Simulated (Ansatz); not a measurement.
Coupled-cluster diagnostics for the cluster S₅⁺, Ansatz.

Geometry of the doublet (PBE-D4/def2-SVP):

```xyz
5

S    -1.124    1.250   -0.213
S     0.068    0.867    1.455
S     1.655    0.142    0.321
S     0.645   -1.516   -0.581
S    -1.244   -0.743   -0.982
```

Correlated methods freeze 25 core orbitals. The structure comes from a short search, and lower isomers may exist.

Estimate the CCSD(T) correlation energy, the shares of MP2 and (T), T1 and the reference's ⟨S²⟩ for: charge 1, doublet, own geometry in def2-TZVP; and the rough time on 4 threads of AMD EPYC 7B13 on a shared host.


```csv
state,basis,correlation (eV),MP2 share (%),(T) share (%),T1,⟨S²⟩ (pure),wall time
"charge 1, doublet, own geometry",def2-TZVP,-25.812,87.9,6.4,0.032,0.78 (0.75),1.9 min
```
Customary marks for T1 are 0.02 (closed shells), 0.045 (open shells) and about 0.05 (3d metals). T1 exceeds 0.02 in 1 of 1 rows and 0.045 in 0; the higher it lies, the less the single-reference result can be trusted.
